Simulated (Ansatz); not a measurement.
`ClC1=NCO1` → 2 C• + Cl• + 2 H• + N• + O•  (atomization)

Gas-phase electronic energies from Ansatz, PBE0-D4/def2-TZVP geometries. CBS: MP2 limit from def2 TZ/QZ plus the TZ coupled-cluster correction, frozen cores. This one scheme is used for every species, atoms too. Functionals use def2-TZVPP. HSE06 is defined as in plane-wave codes. Open shells (•) are unrestricted, without spin–orbit coupling. Spin–orbit coupling would lower the free atoms: a little for C, Cl, O.

```
             level  ΔE (kcal/mol)  difference from CCSD(T)/CBS
         revPBE-D4          682.3                         18.6
         r2SCAN-D4          671.1                          7.4
        r2SCAN0-D4          648.2                        -15.5
          BHLYP-D4          623.9                        -39.8
           ωB97X-V          671.0                          7.3
            B2PLYP          658.5                         -5.2
            revPBE          670.4                          6.7
              PBE0          675.0                         11.3
             HSE06          676.1                         12.4
           LC-ωPBE          671.7                          8.0
      MP2/def2-SVP          644.2                        -19.5
     CCSD/def2-SVP          607.6                        -56.1
  CCSD(T)/def2-SVP          621.5                        -42.2
CCSD(T)/def2-TZVPP          641.0                        -22.7
     HF/def2-QZVPP          415.5                       -248.2
    CCSD/CBS(def2)          644.1                        -19.6
       CCSD(T)/CBS          663.7                            0
```

Largest T1 diagnostic among the species: 0.014.

Leaving LDA and LC-ωPBE aside and taking each functional with its dispersion term where it has one, the values, not all of them listed here, spread over 83.9 kcal/mol, from BHLYP-D4 to PBE-D4. LDA lies +107.4 kcal/mol from PBE without D4, its usual overbinding. From r2SCAN to r2SCAN0 (25 % exact exchange), in def2-TZVPP and without D4, ΔE moves by −23.1 kcal/mol: exact exchange takes away binding that semilocal exchange gives to molecules. The D4 term adds +5.4 kcal/mol with B3LYP and +2.8 kcal/mol with PBE0; it sums over pairs of atoms, weighted by their polarisabilities, and B3LYP, whose exchange is more repulsive, gets the larger term.

B3LYP here is the variant with VWN-RPA as its local correlation; programs differ in this.

For atomizations the MP2-based limit and the directly extrapolated one differ by several kJ/mol either way, and by 10 to 25 for some Ge, Se and Sn compounds, so smaller differences from it don't rank the levels.
